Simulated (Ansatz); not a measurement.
`CC(F)F` → difluoromethane + `[CH2]` (triplet) at 400 K and 1 bar (formal loss of a carbene).

Calculated with Ansatz (gas phase, PBE0-D4/def2-TZVP geometries, no zero-point term in ΔE). CCSD(T)/CBS adds triple-zeta CCSD(T) − MP2 to the extrapolated MP2 energy (def2 sets, frozen cores). This one scheme is used for every species. Triplets are unrestricted, without spin–orbit coupling.

```json
{"species": "`CC(F)F`", "CCSD(T)/CBS energy (Eh)": "-278.09861", "H − E (kJ/mol)": "180.4", "S (J/(mol·K))": "302.7"}
{"species": "`FCF`", "CCSD(T)/CBS energy (Eh)": "-238.82660", "H − E (kJ/mol)": "101.8", "S (J/(mol·K))": "260.0"}
{"species": "`[CH2]` (triplet)", "CCSD(T)/CBS energy (Eh)": "-39.09499", "H − E (kJ/mol)": "59.0", "S (J/(mol·K))": "205.7"}
```

H − E and S are ideal-gas, rigid-rotor, harmonic terms from PBE0-D4/def2-TZVP, with the whole ground term of open shells counted as degenerate. 1 Eh = 2625.50 kJ/mol, R = 8.31446 J/(mol·K).

**Question.** By hand: ΔE, ΔH, ΔS and ΔG.

**Answer.** ΔE = (-238.82660) + (-39.09499) − (-278.09861) = 0.17702 Eh = 464.8 kJ/mol. Δ(H − E) = 101.8 + 59.0 − 180.4 = -19.6, so ΔH = 445.2 kJ/mol. ΔS = 260.0 + 205.7 − 302.7 = 163.0 J/(mol·K). ΔG = 445.2 − 400 × (163.0)/1000 = 380.0 kJ/mol.

**Question.** By hand: the equilibrium constant, and the temperature at which ΔG would vanish if ΔH and ΔS stayed fixed.

**Answer.** log₁₀ K = −ΔG/(RT ln 10) = -49.6. ΔG = 0 at ΔH/ΔS = 2731 K, far beyond where these terms or the molecules hold.

The number of gas molecules changes by +1, which sets the sign of ΔS. A doubt of 5 kJ/mol in ΔE shifts log₁₀ K by 0.7 here. A triplet takes part, so the spin changes. These are equilibria of isolated gas molecules and say nothing of rates. Largest T1 diagnostic: 0.011 (customary marks: 0.02 for closed shells, 0.045 for open ones).
